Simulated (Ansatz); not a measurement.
A nudged elastic band was laid between two geometries of FH₂NSi (5 atoms, charge 0, multiplicity 1).

All numbers below come from Ansatz 0.2.0, RKS B3LYP-D4/cc-pVDZ.

```
movable images  : 5
climbing image  : yes
spring          : 5.0 eV/Å²
optimiser       : quadratic models (default)
start path      : through a guess of the saddle point
force threshold : 0.05 eV/Å
iteration limit : 60
end points      : relaxed
```

Initial state:

```xyz
5
Properties=species:S:1:pos:R:3
N -0.630 -1.049 0.148
Si 0.341 0.218 0.074
F 0.176 1.682 -0.655
H -1.545 -1.059 -0.306
H 1.658 0.208 0.738
```

Final state:

```xyz
5
Properties=species:S:1:pos:R:3
N 0.069 -0.537 0.272
Si 0.752 1.014 -0.074
F -0.524 1.616 -0.975
H -0.847 -0.850 -0.048
H 0.550 -1.243 0.825
```

**Question.** Which bonds break or form, and what moves?

**Answer.** Bonds broken: Si2–H5. Bonds formed: N1–H5.

**Question.** Give the energies along the band, and the barrier.

**Answer.** The forces met the threshold. The highest image is number 3 of 0 to 6, 2.00 eV above the first end and 3.20 eV above the last; the last end lies 1.20 eV below the first. Neighbouring images differ by up to 1.7 eV, so the band resolves the path poorly. A vibrational analysis at the climbing image gives 2 clearly imaginary modes (1357i, 247i cm⁻¹): a point of higher order, so a lower path passes nearby. The orbitals stay closed-shell, which can raise the energy where a bond breaks towards radicals; this wasn't checked here.

| image | path coordinate (Å) | energy (eV) | Si2–H5 (Å) | N1–H5 (Å) |
| --- | --- | --- | --- | --- |
| 0 | 0.00 | 0.00 | 1.47 | 2.68 |
| 1 | 0.45 | 0.31 | 1.47 | 2.36 |
| 2 | 0.90 | 1.26 | 1.49 | 2.01 |
| 3 | 1.35 | 2.00 | 1.58 | 1.63 |
| 4 | 1.87 | 0.34 | 1.78 | 1.15 |
| 5 | 2.40 | -0.98 | 2.18 | 1.02 |
| 6 | 2.92 | -1.20 | 2.44 | 1.02 |

**Question.** What is the geometry of the highest image?

**Answer.** 
```xyz
5
Properties=species:S:1:pos:R:3
N -0.403 -0.732 0.126
Si 0.496 0.618 -0.018
F 0.077 1.993 -0.845
H -1.247 -1.280 -0.061
H 1.077 -0.599 0.799
```

Run time: 41 s on 1 thread of Arm Neoverse V2, on a shared host, peak memory 0.1 GiB.
